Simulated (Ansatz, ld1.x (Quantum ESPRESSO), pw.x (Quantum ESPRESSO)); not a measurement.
**strontium (Sr): one change to the RRKJ potential, in the atom and in the fcc crystal**

- Element: Sr (Z = 38)
- Generator: ld1.x (Quantum ESPRESSO) 7.5
- Type: norm-conserving RRKJ (Kleinman–Bylander form)
- Functional: PBE
- Relativity: scalar-relativistic
- Frozen core: [Kr]
- Valence charge: 2
- Reference configuration: 4d0 5s1 5p0 (charge +1)
- Partial waves: 5p (bound, empty): rc 4.20 bohr; 4d (bound, empty): rc 2.75 bohr; 5s (bound): rc 2.55 bohr
- Local potential: the s channel
- Core correction: none
- rho0: 0.02

Change: reference 4d0 5s2 5p0.

Cutoffs, loose and tight: the cutoffs (Ry, on a coarse ladder) from which the occupation-weighted sum of valence levels, in a spherical-Bessel basis at the reference potential, stays within 10 and 1 mRy of its value at 400 Ry. They do not see the model core or the augmentation charge, which bear on the density cutoff. Test errors are all-electron minus pseudo excitation energies from the reference, over the configurations 4d0 5s2 5p0; 4d0 5s1.5 5p0; 4d0 5s1 5p1; 4d1 5s0 5p0; 4d0 5s0 5p1; 4d0 5s0 5p2; 4d1 5s1 5p0; variants that change the core or the reference have their own tests.

Crystal test: fcc Sr in pw.x 7.5, no spin, 10³ k-points, Fermi–Dirac smearing 0.01 Ry, cutoffs set for each file from its atomic test. The reference is all-electron LAPW (Ansatz 0.2.0) with the same functional, mesh and smearing; V0 and B0 come from Birch–Murnaghan fits to the pressures at five volumes. Errors are pseudo minus all-electron; Δ is the rms difference of the E(V) curves that follow from these fits, minima aligned, over ±6 % about the mean V0. Mesh and smearing are coarse, so the numbers serve the comparison and aren't converged zero-temperature values; the lattice is a test structure that the element need not adopt.

All-electron: a0 = 6.043 Å (V0 = 55.17 Å³/atom), B0 = 11.8 GPa.

**Question.** Does the change bring the crystal closer to the all-electron result?

**Answer.** The mean pressure error goes from -1.13 to -0.81 GPa, so the change moves the solid closer to the all-electron pressures. Neither pressure curve crosses zero within the volumes sampled, so no fits are given.

```tsv
quantity	base	changed
outcome (atom)	generated	generated
cutoff, loose (atom)	10 Ry	10 Ry
cutoff, tight (atom)	18 Ry	21 Ry
bound ghosts (atom)	none	none
largest test error (meV) (atom)	-4167 over the solved tests; 2 of 7 tests not solved or not reliable	+830
cutoffs in pw.x (Ry)	35/140	35/140
mean pressure error (GPa)	-1.13	-0.81
```

Base: The largest radius (4.20 bohr) exceeds half the bond length (4.04 bohr), so the spheres overlap, which is one possible source of error among others. This is a poor potential for the solid. Atomic configuration tests: 2 of 7 tests not solved or not reliable. The logarithmic derivative shows an extra or strongly shifted pseudo pole above the reference energy (s near 0.50 Ry). The cutoffs count occupied waves only; the empty 4d level needs 15 Ry at the loose tolerance. Changed file: The largest radius (4.20 bohr) exceeds half the bond length (4.04 bohr), so the spheres overlap, which is one possible source of error among others. This is a poor potential for the solid. The logarithmic derivative shows an extra or strongly shifted pseudo pole above the reference energy (s near 0.80 Ry). The atomic cutoffs weigh occupied waves only.
